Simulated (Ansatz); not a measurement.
Molecule: hydrogen peroxide, H2O2, charge 0, multiplicity 1. SMILES: OO
Structure (B3LYP-D3(BJ)/def2-TZVP (Ansatz, an electronic-structure program) minimum search):
```xyz
4

O      0.0155     0.7238    -0.0702
O     -0.0112    -0.7261    -0.0419
H      0.8057     0.8967     0.4614
H     -0.8394    -0.8786     0.4355
```

Property: enthalpy of formation at 298 K, in kcal/mol. Terms: open shells spin-unrestricted; non-relativistic; six Cartesian d functions in 6-31G* and its kin unless marked 5d; frozen cores in correlated levels; no spin-orbit coupling; LANL2DZ all-electron up to Ne; 6-311+G** with 5d. Basis-set limits of correlation are two-point, X^-3; Hartree-Fock from the larger set. Ab initio and DFT rows: single points at B3LYP-D3(BJ) geometries (Ansatz), with unscaled harmonic terms from B3LYP/6-31G* at its own minima, enthalpies of formation by atomisation with measured atoms.

Measured values: Active Thermochemical Tables 1.112 (ions: stationary electron), as tabulated in the package chemicals; they hold spin-orbit and core effects, anharmonicity. 

Value to compare with, the measured value: -32.4 kcal/mol.

```json
[
 {"level": "HF/STO-3G", "program": "Ansatz", "enthalpy of formation at 298 K (kcal/mol)": "99.9", "error": "132.3"},
 {"level": "HF/3-21G", "program": "Ansatz", "enthalpy of formation at 298 K (kcal/mol)": "132.9", "error": "165.3"},
 {"level": "HF/LANL2DZ", "program": "Ansatz", "enthalpy of formation at 298 K (kcal/mol)": "139.4", "error": "171.8"},
 {"level": "HF/6-31G*", "program": "Ansatz", "enthalpy of formation at 298 K (kcal/mol)": "112.1", "error": "144.5"},
 {"level": "HF/6-311+G**", "program": "Ansatz", "enthalpy of formation at 298 K (kcal/mol)": "106.3", "error": "138.7"},
 {"level": "CCSD(T)/CBS(def2-TZVPPD,def2-QZVPPD)", "program": "Ansatz", "enthalpy of formation at 298 K (kcal/mol)": "-32.4", "error": "0.0"}
]
```

Among the 5 habitual levels, HF/LANL2DZ lies farthest from the measured value (171.8 kcal/mol) and HF/STO-3G nearest (132.3); 5 of 5 lie above it, and their mean absolute error is 150.5 kcal/mol, the median 144.5. One case shows no general order.

The sets are all those run for this method; runs whose electronic state is in doubt are left out.
